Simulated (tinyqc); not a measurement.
Inside a calculation. Method: Pariser-Parr-Pople SCF with singles CI, for the molecule Fc1c[cH+]1 (SMILES; centres numbered as the heavy atoms are written). Computed by tinyqc, a small Python program that keeps every step. Settings: charge = 1, gamma = MN, start = core, damping = 0, iteration cap = 57, excitations kept = 6. Command: `OMP_NUM_THREADS=1 python tinyqc.py 26656 26657 out.jsonl` (the two numbers bound the seeds that draw the settings). One thread of a shared host (Intel(R) Xeon(R) Processor @ 2.60GHz), about 0.01 s of CPU time with the checks. Later iterations appear only in the table of the cycle.

## PPP integrals

Centres (angstrom, eV; a flat drawing with bonds scaled to 1.40 angstrom):
```
centre          x          y  core charge z          W   gamma_rr
1F       1.656000   0.000000              2  39.000000  21.400000
2C       0.256000   0.000000              1  11.160000  11.130000
3C      -0.956000   0.700000              1  11.160000  11.130000
4C      -0.956000  -0.700000              1  11.160000  11.130000
```

Resonance integrals (eV):
```
i  j       beta
1  2  -2.100000
2  3  -2.390000
3  4  -2.390000
4  2  -2.390000
```

Mataga-Nishimoto: gamma = 14.399645/(R + a), a = 2 x 14.399645/(gamma_rr + gamma_ss); H_rr = -W_r - sum_(s != r) z_s gamma_rs; H_rs = beta for bonds.

repulsion gamma_rs (eV), lower triangle:
```
           1F         2C         3C         4C
1F  21.400000
2C   6.300946  11.130000
3C   4.011617   5.346287  11.130000
4C   4.011617   5.346287   5.345539  11.130000
```

core matrix H (eV), lower triangle:
```
            1F          2C          3C          4C
1F  -53.324180
2C   -2.100000  -34.454467
3C    0.000000   -2.390000  -29.875061
4C    0.000000   -2.390000   -2.390000  -29.875061
```

## Starting guess

pi electrons, sum of z_r less the charge = 4

Orbitals of the core matrix H.

P at the start, lower triangle:
```
           1F        2C        3C        4C
1F   1.994339
2C   0.063576  1.286045
3C  -0.060202  0.676068  0.359808
4C  -0.060202  0.676068  0.359808  0.359808
```

## Iteration 1: Fock matrix

F_rr = H_rr + P_rr gamma_rr / 2 + sum_(s != r) P_ss gamma_rs; F_rs = H_rs - P_rs gamma_rs / 2; E = tr P (H + F) / 2 + core repulsion sum_(r<s) z_r z_s gamma_rs.

F (eV), lower triangle:
```
            1F          2C          3C          4C
1F  -20.994631
2C   -2.300293  -10.884130
3C    0.120753   -4.197228  -11.073270
4C    0.120753   -4.197228   -3.351684  -11.073270
```

pi energy = -84.576274 eV

## Iteration 1: orbitals and new P

Diagonalise F (the basis is taken as orthonormal) and form P = 2 sum c c over the lowest orbitals.

orbital energies (eV): -21.767042  -18.334544  -7.721586  -6.202130

P after iteration 1, lower triangle:
```
           1F        2C        3C        4C
1F   1.965412
2C   0.211063  0.712063
3C  -0.108242  0.660509  0.661263
4C  -0.108242  0.660509  0.661263  0.661263
```

## Iteration 2: Fock matrix

As before.

F (eV), lower triangle:
```
            1F          2C          3C          4C
1F  -22.502140
2C   -2.764948  -11.037283
3C    0.217113   -4.155636  -10.968956
4C    0.217113   -4.155636   -4.157403  -10.968956
```

pi energy = -87.083882 eV

## Iteration 2: orbitals and new P

As before.

orbital energies (eV): -23.316767  -18.862092  -6.811553  -6.486922

P after iteration 2, lower triangle:
```
           1F        2C        3C        4C
1F   1.954157
2C   0.246716  0.672236
3C  -0.119825  0.644865  0.686804
4C  -0.119825  0.644865  0.686804  0.686804
```

## Iteration 3: Fock matrix

As before.

F (eV), lower triangle:
```
            1F          2C          3C          4C
1F  -22.668594
2C   -2.877273  -11.056738
3C    0.240345   -4.113817  -10.948367
4C    0.240345   -4.113817   -4.225668  -10.948367
```

pi energy = -87.116642 eV

## Iteration 3: orbitals and new P

As before.

orbital energies (eV): -23.512566  -18.848268  -6.722699  -6.538534

P after iteration 3, lower triangle:
```
           1F        2C        3C        4C
1F   1.950514
2C   0.256757  0.667830
3C  -0.123692  0.641771  0.690828
4C  -0.123692  0.641771  0.690828  0.690828
```

## Convergence

Stop when output and input P, before any damping, agree to 1e-7.

Course of the cycle:
```
iteration        E (eV)  largest |P(out) - P(in)|
1          -84.57627424                  5.74e-01
2          -87.08388181                  3.98e-02
3          -87.11664178                  1.00e-02
4          -87.11843332                  2.83e-03
5          -87.11856598                  7.99e-04
6          -87.11857648                  2.26e-04
7          -87.11857733                  6.41e-05
8          -87.11857740                  1.82e-05
9          -87.11857740                  5.16e-06
10         -87.11857740                  1.46e-06
11         -87.11857740                  4.15e-07
12         -87.11857740                  1.18e-07
13         -87.11857740                  3.34e-08
```

Converged in 13 iterations.

## Converged orbitals

Charges are z - P_rr.

orbital energies (eV): -23.571734  -18.839767  -6.701323  -6.544923

coefficients:
```
         MO1        MO2        MO3        MO4
1F  0.940767  -0.299092   0.000000  -0.159689
2C  0.296223   0.495919   0.000000   0.816282
3C  0.116638   0.576458   0.707107  -0.392545
4C  0.116638   0.576458  -0.707107  -0.392545
```

pi charges: 1F 0.051001, 2C 0.332633, 3C 0.308183, 4C 0.308183

## Singles CI, singlets

Over the 4 single excitations with the smallest orbital gaps: A = (e_a - e_i) delta + 2 (ia|jb) - (ij|ab), with (pq|rs) = sum c_mp c_mq gamma_mn c_nr c_ns. f = 2/3 w |mu|^2 in atomic units, mu = sqrt2 sum c_ia sum_m c_mi c_ma R_m.

singlet CI matrix (eV), lower triangle:
```
          2>3       2>4        1>3        1>4
2>3  8.834249
2>4  0.000000  8.710949
1>3  0.013485  0.000000  12.784080
1>4  0.000000  0.371142   0.000000  11.992938
```

singlet excitation energies (eV): 8.669502  8.834203  12.034385  12.784126

oscillator strengths: 0.588040  0.502702  0.001949  0.030838

## Singles CI, triplets

Over the 4 single excitations with the smallest orbital gaps: A = (e_a - e_i) delta - (ij|ab), with (pq|rs) = sum c_mp c_mq gamma_mn c_nr c_ns.

triplet CI matrix (eV), lower triangle:
```
           2>3        2>4        1>3        1>4
2>3   4.989847
2>4   0.000000   5.368440
1>3  -0.764372   0.000000  12.626692
1>4   0.000000  -0.506522   0.000000  10.755647
```

triplet excitation energies (eV): 4.914093  5.321229  10.802858  12.702447
